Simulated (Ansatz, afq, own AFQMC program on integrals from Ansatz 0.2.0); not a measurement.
# Os, quintet → Os⁺, sextet

A free Os atom.

E(sextet, charge +1) − E(quintet, charge +0) at this geometry, on UHF and UHF determinants.

Basis def2-TZVPP with its core potentials. Noble-gas cores (and the filled d shells of Ga–Kr and In–Xe) are frozen. Ansatz 0.2.0 and our own AFQMC program on the same integrals; the CISD trial comes from CCSD amplitudes, and released means the phaseless constraint is let go. Free AFQMC starts from the CCSD state and is never constrained. Its projection time is finite, and what remains of the start isn't in its error. Uncertainties: one standard error, sampling alone. No spin–orbit coupling. The metal's outer-core s and p shells are frozen, which shifts wave-function levels against functionals. The errors of all members are added in quadrature.

No full CI on the walks' own integrals is used here; CCSDT(Q) serves as the reference and is uncertain by about the last step of the cluster series. Each member takes its own surest rung, up to full CI.

Errors are counted within def2-TZVPP, not against nature.

Cautions: no spin-orbit coupling; outer-core shells of the metal frozen; Os (quintet): the ph-AFQMC/CISD walk drifts between its halves (2.4 errors), its ph-AFQMC/CISD value lies 17.3 ± 2.5 meV above CCSDT(Q).

```
level  vertical ionization energy (eV)
 CCSD                            7.839
   HF                            6.499
```

(1) From these cheaper values, estimate the vertical ionization energy at the reference level in def2-TZVPP.

(1) 7.947 eV (CCSDT(Q) in def2-TZVPP).

```tsv
level	vertical ionization energy (eV)	error against CCSDT(Q) (eV)
MP2	7.853	-0.094
CCSD(T)	7.940	-0.008
CCSDT	7.941	-0.006
ph-AFQMC/HF	7.897 ± 0.024	-0.051 ± 0.024
ph-AFQMC/CISD	7.934 ± 0.003	-0.013 ± 0.003
released AFQMC	7.941 ± 0.003	-0.006 ± 0.003
free AFQMC	7.946 ± 0.003	-0.001 ± 0.003
```

Correlation beyond CCSD(T) adds 0.008 eV. The perturbative (T) step is worth +0.100 eV.

Free projections are given only where their last times agree within the noise and don't stop above the reference; a slow remainder of the start can still hide under it. A walk keeps the symmetry of its determinant, which the program's search chose and which needn't be the lowest solution, so a lower state of the same spin and another symmetry isn't excluded. Released energies are given only where the last usable release times agree within the noise; a slower fall can still hide under it.
